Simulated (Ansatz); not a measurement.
Rock-salt SnTe (cubic form, which distorts at low temperature), treated with r²SCANh (Ansatz, a program for electronic structure, plane waves, PAW).

Settings: plane-wave cutoff 520 eV, 8×8×8 k mesh, Fermi–Dirac smearing 0.01 eV, scalar-relativistic PAW data made under PBE.

Pressure at four volumes; x = ln(V/32.190 Å³). One pressure is withheld.

| V (Å³/atom) | x | P (GPa) |
|---|---|---|
| 30.580 | -0.0513 | 2.69 |
| 32.190 | 0.0000 | 0.07 |
| 32.994 | 0.0247 | -1.00 |
| 33.799 | 0.0488 | ? |

Problem. Pass a parabola P(x) through the three rows shown, estimate the bulk modulus and its pressure derivative near zero pressure, and predict the withheld pressure.

Solution. Slopes between the rows: (0.07 − (2.69))/(0.0000 − (-0.0513)) = -51.07 and (-1.00 − (0.07))/(0.0247 − (0.0000)) = -43.32 GPa. Their difference over the span 0.0760 is c = 7.75/0.0760 = 102.0 GPa, so P(x) = 2.69 + (-51.07)(x − (-0.0513)) + 102.0 (x − (-0.0513))(x − (0.0000)). At the middle row B = −dP/dx = −[-51.07 + 102.0 × 0.0513] = 45.8 GPa, and B′ = dB/dP = 2c/B = 4.5. At x = 0.0488 the parabola gives -1.92 GPa; the run gives -1.93 GPa. The Birch–Murnaghan fit to the energies at all volumes has B0 = 45.3 GPa and B′ = 4.4.

Measured, for comparison: bulk modulus 37.8 GPa (temperature not stated, no zero-point or thermal correction; as tabulated in Toher et al. (2017), arXiv:1611.05714). Computed (rounded) less measured: bulk modulus +20 %.

Note: symmetry holds this phase in the static calculation, where it need not be a minimum.

Spin–orbit coupling is not included.
